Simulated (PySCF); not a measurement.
**Löwdin shares of the frontier orbitals**

Species: isobutane, C4H10.
Z-matrix (Å and degrees, GFN2-xTB geometry), rows numbered from 1:
```
C 
C   1  1.5266
C   2  1.5266  1  110.46
C   2  1.5266  1  110.44  3  -122.44
H   1  1.0879  2  110.67  3   -58.73
H   1  1.0882  2  110.27  3    61.20
H   1  1.0879  2  110.67  3  -178.92
H   2  1.0960  1  108.51  3   118.80
H   3  1.0878  2  110.66  1    58.71
H   3  1.0882  2  110.28  1   -61.20
H   3  1.0879  2  110.67  1   178.87
H   4  1.0878  2  110.66  1  -178.94
H   4  1.0878  2  110.68  1   -58.79
H   4  1.0882  2  110.33  1    61.14
```

Level of theory: TDDFT wB97X-D/def2-SVPD, vertical, gas phase, core orbitals frozen in the response (PySCF 2.14.0, density-fitted response routines).

Kohn–Sham orbitals with the atoms that hold most of them (Löwdin shares over 4%, at most four atoms; ? is withheld):

```json
{"orbital": "HOMO-3", "ε (eV)": "-12.11", "atoms": "C3 18%, C4 18%, C1 18%, H11 7%"}
{"orbital": "HOMO-2", "ε (eV)": "-11.07", "atoms": "C2 23%, C3 21%, C1 21%, C4 8%"}
{"orbital": "HOMO-1", "ε (eV)": "-11.07", "atoms": "C4 25%, C2 23%, C1 13%, C3 12%"}
{"orbital": "HOMO", "ε (eV)": "?", "atoms": "C2 29%, H8 18%, C3 10%, C1 10%"}
{"orbital": "LUMO", "ε (eV)": "2.45", "atoms": "?"}
{"orbital": "LUMO+1", "ε (eV)": "3.33", "atoms": "C3 19%, C4 15%, H9 12%, H13 12%"}
{"orbital": "LUMO+2", "ε (eV)": "3.33", "atoms": "C1 22%, H5 12%, H7 11%, H12 9%"}
```

Problem. Which atoms hold the LUMO, and with what shares?

Solution. C1 (bonded to C and 3 H) 15%; C4 (bonded to C and 3 H) 15%; C3 (bonded to C and 3 H) 15%; C2 (bonded to 3 C and H) 7%.

Problem. What is the HOMO energy, and the HOMO–LUMO gap?

Solution. ε(HOMO) = -10.99 eV; the gap is 13.43 eV (0.4937 hartree).

Within 0.005 eV of a neighbour in this list lie HOMO-2/HOMO-1 and LUMO+1/LUMO+2 (point group found: C3v); within a degenerate set the shares of single atoms can hang on how the components are chosen.

Problem. The HOMO–LUMO gap is 13.43 eV. Where does the response calculation put the lowest singlet, and from which orbitals?

Solution. S1 is at 9.16 eV (f = 0.0063), 4.28 eV below the gap, made of HOMO→LUMO (91%). Without the coupling terms of the response equations the lowest excitation would equal the gap.

Next come S2 at 9.27 eV (f 0.082), HOMO-2/HOMO-1→LUMO (≥94%); S3 at 9.27 eV (f 0.082), HOMO-2/HOMO-1→LUMO (≥94%); S4 at 10.05 eV (f 0.0000), HOMO-3→LUMO (61%), HOMO-2/HOMO-1→LUMO+1/LUMO+2 (≥21%); S5 at 10.17 eV (f 0.337), HOMO→LUMO+3 (92%).

Orbitals of the list HOMO-3 to LUMO+2 that lie within 0.01 eV of each other are written together with a slash and their weights summed (≥ marks a lower bound); for degenerate orbitals outside that list single weights are arbitrary.

Löwdin shares depend on the basis, the more so with diffuse functions.
